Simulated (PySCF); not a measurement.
Species, as SMILES: FOF.
Geometry (B3LYP-D3(BJ)/def2-TZVP, fixed):
```xyz
3

F      0.0392     1.1006    -0.2795
O     -0.0196     0.0082     0.5973
F     -0.0218    -1.1078    -0.2514
```

Basis-set convergence of the isotropic shielding of O2 at PBE with PySCF. GIAO, no density fitting; atoms are numbered in the order shown. All functions are spherical. No added dispersion term, no relativity. Reference: the value in pcseg-3, -619.42 ppm, itself unsure by roughly 0.51 ppm (its distance from pcSseg-2). Deviations are taken from unrounded values. Cost is core time over that of 6-311++G(3df,3pd), rough, on shared machines of one kind; a dash marks a row that isn't timed (too short, read off another run, short of memory, by another algorithm or on other hardware).

```tsv
basis	functions	isotropic shielding of O2 (ppm)	minus reference (ppm)	cost
6-311+G**	66	-613.90	5.52	-
def2-SVPD	69	-545.30	74.12	-
cc-pVTZ	90	-574.46	44.96	0.5×
6-311++G(3df,3pd)	117	-595.90	23.52	1×
jun-cc-pV(T+d)Z	117	-588.60	30.82	0.9×
aug-cc-pVTZ	138	-586.40	33.02	1×
aug-pcseg-2	138	-613.91	5.51	1×
cc-pVQZ	165	-601.22	18.20	3×
def2-QZVPPD	198	-610.60	8.82	5×
```
